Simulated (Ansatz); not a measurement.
Elements on the sites of an ideal bcc lattice, at a guessed lattice constant:

```xyz
20
Lattice="-5.8083 5.8083 -1.9361 -5.8083 -1.9361 5.8083 1.9361 5.8083 5.8083" Properties=species:S:1:pos:R:3 pbc="T T T"
Ca    0.0000    0.0000    0.0000
Ca   -5.8083    1.9361    1.9361
Ca   -3.8722    3.8722    0.0000
Ca   -5.8083    5.8083    1.9361
Ca   -5.8083    1.9361    5.8083
Ca   -3.8722    3.8722    3.8722
Ca   -1.9361    5.8083    1.9361
Ca   -1.9361    1.9361    5.8083
Ca    0.0000    3.8722    3.8722
Ca   -9.6805    5.8083    5.8083
Ti   -3.8722    0.0000    3.8722
Ti   -1.9361    1.9361    1.9361
Ti   -7.7444    3.8722    3.8722
Zn   -5.8083    5.8083    5.8083
Zn   -3.8722    7.7444    3.8722
Zn   -3.8722    3.8722    7.7444
Zn   -1.9361    5.8083    5.8083
Zn   -7.7444    7.7444    7.7444
Zn   -5.8083    9.6805    5.8083
Zn   -5.8083    5.8083    9.6805
```

Cell and atoms were relaxed without symmetry on coarser meshes and computed once more. Method: DFT PBE, scalar-relativistic, plane waves, PAW (Ansatz).

Settings: cutoff 420 eV, Γ-centred mesh 4×4×4 on the computed 20-atom cell, Gaussian smearing of 0.10 eV; no spin polarisation.

The relaxation ran on 2×2×2 (shifted) and then 3×3×3 k points with a smearing of 0.1 eV, from sites shaken by 0.02 Å.

Q: What does the relaxation give?

A: A volume of 27.21 Å³/atom and no gap on the mesh. It lies 0.03 eV/atom above the elements' standard states (static lattices, no corrections for gases). The atoms leave their sites by 0.90 Å (root mean square) and 1.50 Å at most, and the cell stretches by up to 17.4 % at fixed volume, so the lattice hasn't survived.

```yaml
crystal:
  lattice:
    - [-6.56819, 5.64566, -1.93756]
    - [-6.70676, -2.29423, 5.06933]
    - [2.30777, 5.32466, 4.57074]
  atoms:
    - { symbol: Ca, position: [0.00037, 0.89326, 0.96825] }
    - { symbol: Ca, position: [0.53077, 0.51585, 0.83446] }
    - { symbol: Ca, position: [0.57290, 0.11104, 0.06053] }
    - { symbol: Ca, position: [0.79212, 0.32372, 0.36866] }
    - { symbol: Ca, position: [0.37475, 0.81948, 0.24533] }
    - { symbol: Ca, position: [0.33045, 0.43681, 0.38509] }
    - { symbol: Ca, position: [0.52712, 0.06601, 0.57300] }
    - { symbol: Ca, position: [0.97318, 0.53716, 0.70216] }
    - { symbol: Ca, position: [0.13054, 0.12807, 0.61232] }
    - { symbol: Ca, position: [0.92314, 0.85014, 0.43877] }
    - { symbol: Ti, position: [0.03173, 0.49497, 0.14499] }
    - { symbol: Ti, position: [0.16869, 0.18994, 0.12185] }
    - { symbol: Ti, position: [0.76920, 0.65018, 0.12474] }
    - { symbol: Zn, position: [0.63848, 0.69059, 0.48894] }
    - { symbol: Zn, position: [0.78909, 0.16018, 0.73336] }
    - { symbol: Zn, position: [0.25704, 0.75379, 0.63475] }
    - { symbol: Zn, position: [0.27655, 0.34065, 0.86563] }
    - { symbol: Zn, position: [0.67428, 0.80260, 0.82565] }
    - { symbol: Zn, position: [0.88412, 0.31431, 0.97540] }
    - { symbol: Zn, position: [0.35103, 0.93363, 0.87198] }
```

Spin polarisation was left out, and a magnetic state may lie lower.

Cost: 2 runs of about 8.3 core-minutes in all (earlier runs that led there not counted), on AMD EPYC 9R45 (Zen 5) (shared hosts).